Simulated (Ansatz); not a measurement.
# B₂H, quartet: breathe scan

Starting geometry (PBE0/def2-TZVP stationary point for this spin, not checked as a minimum):

```xyz
3

B     0.0000    0.0000    0.1141
B     0.0000    0.0000   -1.4064
H     0.0000    0.0000    1.2923
```

From there all distances are scaled together; atoms are numbered as listed. Energies are in kJ/mol, counted from the starting geometry at the same level. Kohn–Sham curves are unrestricted where that lies lower.

Basis 6-31G; Ansatz 0.2.0. Correlated methods freeze the noble-gas cores. R marks a restricted (for open shells ROHF) determinant.

Unrestricted Kohn–Sham rows aren't spin-pure: their determinants' ⟨S²⟩ exceeds S(S+1) by up to 0.10, so they mix in states of higher spin. Coupled cluster chose its determinant by a search with trial CCSD, here up to 0.64 eV above the lowest Hartree–Fock solution of its kind. A value is left out where its run failed or describes another state than the reference as far as symmetry and spin tell, or, spin-broken singlets apart, can't be checked. The reference follows the lowest state, whose symmetry changes from Σ⁻ or Δ to Π between 1.747 and 2.038.

Full CI is exact within this basis and frozen core; it isn't the basis-set limit.

```tsv
scale of all distances	full CI	curve A	curve B	curve C	curve D
0.873	150.8	148.7	150.8	131.3	122.2
1.000	0.0	0.0	0.0	0.0	0.0
1.139	54.7	58.9	54.7	77.4	95.2
1.310	227.4	240.8	227.7	–	330.4
1.488	409.5	435.9	410.0	522.2	–
1.747	573.9	593.5	573.9	682.2	635.5
2.038	620.2	621.6	620.2	713.2	630.4
2.418	631.1	628.6	631.1	725.2	628.1
```

The curves come from PBE-QIDH, RCCSD, RCCSDTQ, RHF. Compare each with full CI and say which is which.

A: RCCSD, B: RCCSDTQ, C: PBE-QIDH, D: RHF. Spread of the error against full CI, over the points where both stand: A 28.9, B 0.5, C 132.2, D 131.6 kJ/mol. PBE-QIDH at 2.418 lies 94.1 kJ/mol (15 %) above the reference in this basis. The program flagged some runs of RCCSD, RCCSDTQ as in doubt.

In so small a basis the reference is far from its limit. A double hybrid takes much of its correlation from a semilocal functional, which needs less basis, so its difference from the reference holds the reference's basis and frozen-core error beside its own. The set has no polarisation functions, which weighs most on the reference.
